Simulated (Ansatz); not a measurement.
# AlH4+ (triplet): from Hartree-Fock to the top rungs, def2-QZVPP

An exercise on one series of results from a longer session: the logs are not shown, and one member is left open.

Program: Ansatz 0.2.0, Gaussian basis. Level of theory: def2-QZVPP, core rule «outside noble gas», up to 5 orbitals frozen. These are calculated values, not measurements.

The runs, in order: UHF; ROHF; CCSD(T) on UHF.

2 further runs of the same task are left out: 2 set aside as unsound or not needed.

### The geometry

The geometry is a PBE0/def2-TZVP stationary point (not a proven minimum).

5 atoms, charge 1, spin multiplicity 3.

Atoms are counted from 1 here; the program's logs count them from 0.

Bond lengths: Al1–H2 1.663 Å, Al1–H3 1.663 Å, Al1–H4 1.663 Å, Al1–H5 1.663 Å. Angles: H2–Al1–H3 135.7°, H2–Al1–H4 64.5°, H2–Al1–H5 135.7°, H3–Al1–H4 135.7°, H3–Al1–H5 64.5°, H4–Al1–H5 135.7°.

Set-up of the first run:

File in.yaml:

```yaml
crystal:
  periodic: [false, false, false]
  atoms:
    - {symbol: Al, position_ang: [0.000000, 0.000000, 0.000000]}
    - {symbol: H, position_ang: [0.621180, 1.410429, 0.625916]}
    - {symbol: H, position_ang: [-0.624953, -1.407416, 0.628935]}
    - {symbol: H, position_ang: [-0.629895, 1.403521, -0.632699]}
    - {symbol: H, position_ang: [0.633669, -1.406534, -0.622152]}
basis:
  gaussian: {orbitals: "def2-QZVPP.json"}
total_charge: 1
magnetization: {spin_polarized: true, initial_magnetization: 2}
hamiltonian: {xc: hf}
output: {orbitals: {seedname: orbitals}}
```

Command:

```
$ ansatz run in.yaml --threads 1 --pin off --events-out ev --progress --plain --max-ram 4096MiB --backend cpu
```

Among the steps run: UHF; ROHF; CCSD(T) on UHF.

One of the session's tables, all rows but one given; the rest of the session is left out.

| method | from UCCSD(T) (kcal/mol) |
| --- | --- |
| ROHF | +78.89 |
| UHF | ? |
| UMP2 | +17.12 |
| UCCSD | +1.44 |
| UCCSD(T) | 0 |

Q: Estimate the row for UHF from the others.

The run gave: from UCCSD(T) (kcal/mol): +69.61. In the column «from UCCSD(T) (kcal/mol)» it lies between UMP2 (+17.12) and ROHF (+78.89).
